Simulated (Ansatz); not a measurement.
**Breaking a bond in HO2 (hydroperoxy)**

HO2 has 3 atoms, charge 0, and is taken as a doublet. As SMILES, `[O]O`. The shape is that of a PBE0-D4/def2-TZVP optimisation.

```xyz
3

O    -0.3552    0.9419   -0.0887
O    -0.2445   -0.3594   -0.1724
H     0.5997   -0.5826    0.2611
```

The O1–O2 distance is scanned; the parts on either side stay rigid. Basis STO-3G, 2 core orbitals frozen in the correlated methods; program Ansatz 0.2.0. FCI is exact within this basis and core. Energies in eV from each method's value at 1.309 Å; open shells run as named; a dash marks a point that is missing or didn't converge. The shape above is that at 1.309 Å.

```json
{"distance (Å)": "1.302", "UPBE0": "0.00", "UCAM-B3LYP": "0.00", "U-wB97X": "0.00", "UCCSD(T)": "0.01", "UBCCD(T)": "0.01", "FCI": "0.01"}
{"distance (Å)": "1.309", "UPBE0": "0.00", "UCAM-B3LYP": "0.00", "U-wB97X": "0.00", "UCCSD(T)": "0.00", "UBCCD(T)": "0.00", "FCI": "0.00"}
{"distance (Å)": "1.628", "UPBE0": "1.17", "UCAM-B3LYP": "1.12", "U-wB97X": "1.20", "UCCSD(T)": "0.60", "UBCCD(T)": "0.65", "FCI": "0.61"}
{"distance (Å)": "1.636", "UPBE0": "1.21", "UCAM-B3LYP": "1.16", "U-wB97X": "1.24", "UCCSD(T)": "0.62", "UBCCD(T)": "0.67", "FCI": "0.63"}
{"distance (Å)": "1.954", "UPBE0": "2.91", "UCAM-B3LYP": "2.88", "U-wB97X": "2.86", "UCCSD(T)": "1.76", "UBCCD(T)": "1.76", "FCI": "1.77"}
{"distance (Å)": "1.963", "UPBE0": "2.94", "UCAM-B3LYP": "2.92", "U-wB97X": "2.89", "UCCSD(T)": "1.79", "UBCCD(T)": "1.79", "FCI": "1.80"}
{"distance (Å)": "2.605", "UPBE0": "3.57", "UCAM-B3LYP": "3.62", "U-wB97X": "3.49", "UCCSD(T)": "–", "UBCCD(T)": "–", "FCI": "2.22"}
{"distance (Å)": "2.617", "UPBE0": "3.60", "UCAM-B3LYP": "3.65", "U-wB97X": "3.52", "UCCSD(T)": "–", "UBCCD(T)": "–", "FCI": "2.26"}
{"distance (Å)": "3.256", "UPBE0": "3.62", "UCAM-B3LYP": "3.68", "U-wB97X": "–", "UCCSD(T)": "–", "UBCCD(T)": "–", "FCI": "2.25"}
{"distance (Å)": "3.272", "UPBE0": "3.65", "UCAM-B3LYP": "3.71", "U-wB97X": "–", "UCCSD(T)": "–", "UBCCD(T)": "–", "FCI": "2.28"}
```

Departure from the FCI curve at its largest: UPBE0 +1.37 eV at 3.26 Å; UCAM-B3LYP +1.43 eV at 3.26 Å; U-wB97X +1.27 eV at 2.60 Å; UCCSD(T) -0.01 eV at 1.96 Å; UBCCD(T) +0.05 eV at 1.63 Å. For the functionals part of the departure is owed to the small basis.
